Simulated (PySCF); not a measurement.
Compound: nitrogen sulfide cation, NS (charge +1).
InChI=1S/NS/c1-2/q+1

The calculation used PySCF 2.14.0, PBE0-D3(BJ)/def2-SVP geometry optimisation, gas phase.

Take the most abundant isotopes and a rigid rotor. 

Question: What are the moment of inertia and the rotational constant?

Answer: I = 19.961 u·Å², B = 505379 MHz·u·Å²/I = 25318 MHz (0.8445 cm⁻¹, or 1.215 K as hB/k). For two atoms I = μr² with μ = 9.7380 u and r = 1.4317 Å.

Question: List the first levels of a rigid rotor in a Σ state.

Answer: E(J) = BJ(J+1): J = 1: 1.689, J = 2: 5.067, J = 3: 10.134, J = 4: 16.890, J = 5: 25.335, J = 6: 35.470 cm⁻¹.

Question: Where do the first rotational lines fall?

Answer: The dipole is 2.03 D (about the centre of mass, as the species is charged); J+1 ← J lies at 2B(J+1): 1 ← 0 at 50.64 GHz, 2 ← 1 at 101.27 GHz, 3 ← 2 at 151.91 GHz, 4 ← 3 at 202.54 GHz, 5 ← 4 at 253.18 GHz, 6 ← 5 at 303.81 GHz.

Question: Estimate the classical rotational partition function at 50 K, 200 K and 500 K.

Answer: Point group C∞v, symmetry number σ = 1; q = kT/(σhB), k/h = 20836.6 MHz/K: 41.2 at 50 K, 165 at 200 K, 412 at 500 K.

Not checked by PBE0-D3(BJ)/def2-SVP frequencies. No vibrational averaging or centrifugal distortion is included, and the geometry carries the error of its method.
